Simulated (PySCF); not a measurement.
An unknown is described by computed data only.

Formula: CHClO.

- Dipole: 1.90 D [B97-2/pcSseg-2]
- Rotational structure: rotational constants A, B, C: 79.252, 6.175, 5.729 GHz [PBE0-D3(BJ)/def2-TZVP]
- NMR, other nuclei: isotropic shieldings of nuclei other than C and H, by class: -265 (1 O), 449 (1 Cl) ppm [GIAO B97-2/pcSseg-2]
- 13C NMR: chemical shifts (computed TMS as zero) by class: 172.8 (1 C) ppm [GIAO B97-2/pcSseg-2]
- 1H NMR: chemical shifts (computed TMS as zero) by class: 9.69 (1 H) ppm [GIAO B97-2/pcSseg-2]

The electronic properties come from PySCF, for the isolated species, density fitting. Levels stand in brackets. Isolated species at its PBE0-D3(BJ)/def2-TZVP geometry, gas phase. NMR values are class means; diastereotopic atoms form classes of their own.

Problem. Propose a structure and show how it fits.

Solution. Numbering: `[O:1]=[CH:2][Cl:3]`. Its formula, CHClO, gives 1 degree of unsaturation: 0 rings and 1 π bond in the structure found. The one carbon: acyl halide carbon [C2] (172.8 ppm). The one hydrogen (9.69 ppm): formyl hydrogen. The other shieldings belong to: -265 ppm, carbonyl oxygen [O1]; 449 ppm, chlorine bonded to C [Cl3]. The optimised geometry has point group Cs and is an asymmetric top. Structure: formyl chloride, `O=CCl`. The assignments are read from this structure; whether some other isomer fits the data as well wasn't checked.
